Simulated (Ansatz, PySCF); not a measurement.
Stepwise substitution at one centre (C H-F). Isolated molecules, 0 K electronic values unless said otherwise. Strings in code marks are SMILES.

Quantity: redistribution energy (mixed species minus the weighted end members), in kcal/mol.

Level 1: B3LYP/3-21G // PBE-D3(BJ)/def2-TZVP (PySCF)
Level 2: BP86/6-31G* // PBE-D3(BJ)/def2-TZVP (PySCF)
Level 3: PBE/6-31G* // PBE-D3(BJ)/def2-TZVP (PySCF)
Level 4: HF/cc-pVQZ // PBE-D3(BJ)/def2-TZVP (Ansatz, a program for electronic structure)

| species | level 1 | level 2 | level 3 | level 4 |
|---|---|---|---|---|
| 1 of 4 H replaced by F: `CF` | 17.6 | 16.2 | 16.7 | 11.3 |
